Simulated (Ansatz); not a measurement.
C2HClF2O, SMILES `FC1(F)OC1Cl` at its PBE0-D4/def2-TZVP geometry, where that method's forces vanish. The species carries charge 0 and has multiplicity 1.

| atom | x (Å) | y (Å) | z (Å) |
| --- | --- | --- | --- |
| F1 | -0.552 | 0.685 | 1.539 |
| C2 | -0.518 | 0.445 | 0.240 |
| F3 | -1.089 | 1.455 | -0.403 |
| O4 | -0.858 | -0.805 | -0.169 |
| C5 | 0.502 | -0.379 | -0.371 |
| Cl6 | 1.727 | -1.157 | 0.571 |
| H7 | 0.788 | -0.245 | -1.408 |

Q: For each bond, give half the difference of the two atoms' forces along it (eV/Å; positive pushes the atoms apart) under PBE-D4, r2SCAN-D4, B3LYP-D4, ωB97M-V in def2-TZVPP. (Estimate.)

A: Ansatz gave: 
```tsv
bond	length (Å)	PBE-D4	r2SCAN-D4	B3LYP-D4	ωB97M-V
F1–C2	1.321	0.49	0.22	0.28	0.19
C2–F3	1.327	0.50	0.24	0.27	0.17
C2–O4	1.360	0.62	0.31	0.22	0.07
C2–C5	1.447	0.12	-0.02	0.00	0.00
O4–C5	1.440	0.74	0.47	0.40	0.23
C5–Cl6	1.730	0.15	0.15	0.26	0.11
C5–H7	1.084	-0.04	-0.16	-0.24	-0.21
```

B3LYP here is the variant with VWN-RPA as its local correlation; programs differ in this.
